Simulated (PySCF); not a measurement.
# Two probes of the same atoms: core binding energy and nuclear shielding

C₃H₆OS.
Atom-mapped SMILES: `[CH3:1][O:2][C@H:3]1[CH2:4][S:5]1`

Binding energies: delta-SCF UKS SCAN, pcX-2 on the ionised atom, pcseg-1 elsewhere, spin-free X2C (PySCF 2.14.0). Shieldings: GIAO PBE0/pcSseg-1, non-relativistic, same geometry.

```
atom  C 1s (eV)
  C1     292.48
  C3     293.02
  C4     291.57
```

Question: What are the absolute isotropic shieldings of these atoms?

Answer: 
```
atom                 environment  C 1s (eV)  isotropic shielding (ppm)
  C4  sp3 carbon bound to sulfur     291.57                      155.9
  C1              methoxy carbon     292.48                      125.4
  C3  sp3 carbon bound to oxygen     293.02                      108.6
```

Question: Among the listed atoms, is the one with the highest binding energy also the least shielded?

Answer: Yes: C3 has both (293.02 eV, 108.6 ppm).

By binding energy: C4 < C1 < C3. By shielding: C3 < C1 < C4.

The structure is a single PBE0-D3(BJ)/def2-SVP conformer in the gas phase; no vibrational or solvent corrections.

The values belong to the conformer `[CH3:1][O:2][C@H:3]1[CH2:4][S:5]1`: C1–O2–C3–C4 -153°.
